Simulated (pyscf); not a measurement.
# Four-centre exchange: H₃C–Si:–Cl (SMILES C[Si]Cl) [singlet] + HCl (SMILES Cl) -> H₃C–Si:–Cl (SMILES C[Si]Cl) [singlet] + HCl (SMILES Cl)

Gas phase, singlet surface, charge 0. Bonds broken: Si2–Cl3, Cl7–H8. Bonds formed: Si2–Cl7, Cl3–H8. PySCF, gas phase, ωB97X-D3(BJ)/def2-SVP geometries. MP2 and CC: frozen core, UHF for open shells. ΔMP2 is the change of the MP2 total energy from the triple- to the quadruple-zeta basis.

Transition state (Å):

```xyz
8

C     -1.8736     1.1256    -0.2854
Si    -0.7521     0.2650     0.9768
Cl    -1.0466    -1.8922    -0.0200
H     -2.9230     1.0038     0.0376
H     -1.7760     0.7555    -1.3166
H     -1.6490     2.2072    -0.2740
Cl     1.0928     0.1275    -0.5435
H      0.1897    -1.1351    -0.5755
```

One imaginary mode, 642i cm⁻¹; descent along it reached the two sides named, in the forms told below.

| bond | change | reactant side (Å) | saddle | product side |
|---|---|---|---|---|
| Si2–Cl3 | breaks | 2.145 | 2.395 | 2.9 |
| Cl7–H8 | breaks | 1.291 | 1.553 | 2.561 |
| Si2–Cl7 | forms | 2.9 | 2.394 | 2.145 |
| Cl3–H8 | forms | 2.563 | 1.553 | 1.291 |

Electronic energies relative to the separated reactants (kJ/mol):

```csv
level,barrier,reaction energy,reverse barrier
ωB97X-D3(BJ)/def2-TZVP,11.9,0.0,11.9
PBE/def2-TZVP,-5.3,0.0,-5.3
r²SCAN/def2-TZVP,-0.4,0.0,-0.4
B3LYP-D3(BJ)/def2-TZVP,11.3,0.0,11.3
PBE0-D3(BJ)/def2-TZVP,0.0,0.0,0.0
M06-2X/def2-TZVP,16.6,0.0,16.6
ωB97M-D3(BJ)/def2-TZVP,20.6,0.0,20.6
HF/def2-TZVP,95.1,0.0,95.1
MP2/def2-QZVPP,14.7,0.0,14.7
CCSD/def2-TZVPP,46.2,0.0,46.2
CCSD(T)/def2-TZVPP,33.0,0.0,33.0
CCSD(T)/def2-TZVPP + ΔMP2(QZVPP),29.8,0.0,29.8
```

With CCSD(T)/def2-TZVPP + ΔMP2(QZVPP) energies and thermal terms (ideal gas, 1 atm, RRHO with modes under 100 cm⁻¹ raised to 100, one conformer, R ln 2 for chiral ones without a mode under 150 cm⁻¹), in kJ/mol:

```
T (K)   ΔH‡    ΔG‡   ΔH   ΔG
-----  ----  -----  ---  ---
298    23.8   69.1  0.0  0.0
600    24.2  115.1  0.0  0.0
900    26.1  160.2  0.0  0.0
1200   28.4  204.5  0.0  0.0
```

On the reactant side the descent ends in a complex, 24.4 kJ/mol under the separated species and 36.3 kJ/mol under the saddle at ωB97X-D3(BJ)/def2-TZVP. On the product side the descent ends in a complex, 24.4 kJ/mol under the separated species and 36.3 kJ/mol under the saddle at ωB97X-D3(BJ)/def2-TZVP. At PBE the saddle lies under the separated reactants, which points to a path from their complex (located at ωB97X-D3(BJ) alone). At PBE the saddle lies under the separated products, which points to a path from their complex (located at ωB97X-D3(BJ) alone). This is the saddle that the search found; another between the same sides may lie lower. The CCSD(T) − MP2 part came from Ansatz, without density fitting, on the same reference.
